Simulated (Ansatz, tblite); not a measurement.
**The cluster K₂F₂: a ladder of methods and basis sets**

Aim: run the singlet of the cluster K₂F₂ at one geometry on many levels, and compare frontier levels, spin and run time.

Method: as each input shows; program: Ansatz 0.2.0, Gaussian basis.

Levels to be run: GFN1-xTB, GFN2-xTB, PBE-D4/def2-TZVP, r2SCAN-D4/def2-TZVP, r2SCAN0-D4/def2-TZVP, LC-ωPBE/def2-TZVP, B2PLYP/def2-TZVP, r2SCANh-D4/def2-TZVP, LDA/def2-TZVP, PBE-D4/def2-SVP, PBE0-D4/def2-SVP, HF/STO-3G, PBE0-D4/def2-TZVPD, PBE-D4/def2-TZVPD, r2SCAN-D4/def2-TZVPD, CCSD(T)/def2-TZVPP, MP2/def2-TZVP, RPA/def2-TZVP.

1 further run of the same task is left out (set aside as unsound or not needed). Runs told in other sessions of the task aren't counted.

### 1 The structure

The singlet was relaxed beforehand with PBE0-D4/def2-TZVP. At that level it is the lowest of the isomers that a small search found.

4 atoms, charge 0, spin multiplicity 1.

Bond lengths: K1–F3 2.378 Å, K1–F4 2.378 Å, K2–F3 2.378 Å, K2–F4 2.378 Å. Angles: F3–K1–F4 85.8°, F3–K2–F4 85.8°, K1–F3–K2 94.2°, K1–F4–K2 94.2°.

PBE0-D4/def2-TZVP was run before; its log isn't repeated, and its numbers join the tables.

### 2 GFN1-xTB

Tight binding, by tblite at 300 K electronic temperature and without a spin-polarisation term:

```python
tblite.interface.Calculator('GFN1-xTB', numbers, positions, charge=0, uhf=0).singlepoint()
```

Energy -300.2859 eV, HOMO -10.26 eV, LUMO -7.02 eV; 0.002 s.

### 3 GFN2-xTB

Tight binding, by tblite at 300 K electronic temperature and without a spin-polarisation term:

```python
tblite.interface.Calculator('GFN2-xTB', numbers, positions, charge=0, uhf=0).singlepoint()
```

Energy -272.1111 eV, HOMO -9.03 eV, LUMO -7.66 eV; 0.002 s.

### 4 PBE-D4/def2-TZVP

start.molden holds the orbitals of an earlier run on this state, given as this run's starting guess.

File in.yaml:

```yaml
crystal:
  periodic: [false, false, false]
  atoms:
    - {symbol: K, position_ang: [0.781995, 0.684336, -1.398721]}
    - {symbol: K, position_ang: [-0.781848, -0.684124, 1.398910]}
    - {symbol: F, position_ang: [1.199367, -1.077607, 0.143335]}
    - {symbol: F, position_ang: [-1.199514, 1.077396, -0.143523]}
basis:
  gaussian: {orbitals: def2-TZVP, initial_orbitals: start.molden}
hamiltonian: {xc: pbe, dispersion: d4}
scf: {omitted_lower_state_checks: [starts]}
output: {orbitals: {seedname: orbitals}}
```

On the command line:

```bash
ansatz run in.yaml --threads 4 --pin off --events-out ev --progress --plain --max-ram 3916MiB
```

The runs that follow: r2SCAN-D4/def2-TZVP; r2SCAN0-D4/def2-TZVP; LC-ωPBE/def2-TZVP; B2PLYP/def2-TZVP; r2SCANh-D4/def2-TZVP; LDA/def2-TZVP; PBE-D4/def2-SVP; PBE0-D4/def2-SVP; HF/STO-3G; PBE0-D4/def2-TZVPD; PBE-D4/def2-TZVPD; r2SCAN-D4/def2-TZVPD; CCSD(T)/def2-TZVPP; MP2/def2-TZVP; RPA/def2-TZVP.

Before running them: what should the planned runs give, taken together? Wanted: gap in def2-TZVP, named functionals, smallest and largest; correlation energy, CCSD(T)/def2-TZVPP; correlation energy, MP2/def2-TZVP; binding an atom, CCSD(T)/def2-TZVPP; PBE0 total energy, smallest basis above largest.

The runs gave:

| quantity | value |
| --- | --- |
| gap in def2-TZVP, named functionals, smallest and largest | 4.21 eV (PBE-D4), 10.33 eV (LC-ωPBE) |
| correlation energy, CCSD(T)/def2-TZVPP | -24.49 eV |
| correlation energy, MP2/def2-TZVP | -23.53 eV |
| binding an atom, CCSD(T)/def2-TZVPP | 2.899 eV |
| PBE0 total energy, smallest basis above largest | 11.46 eV (def2-SVP, def2-TZVPD) |

What this shows: Over the named functionals in def2-TZVP the gap runs from 4.21 eV (PBE-D4) to 10.33 eV (LC-ωPBE); exact exchange widens it. A small miss in a minimal or small basis is a cancelling of errors, not accuracy. The functionals in def2-TZVP miss CCSD(T)/def2-TZVPP by +0.011 (r2SCAN0-D4) to +0.547 eV (LDA) an atom. CCSD(T)/def2-TZVPP isn't at the basis-set limit; small misses against it rank nothing.
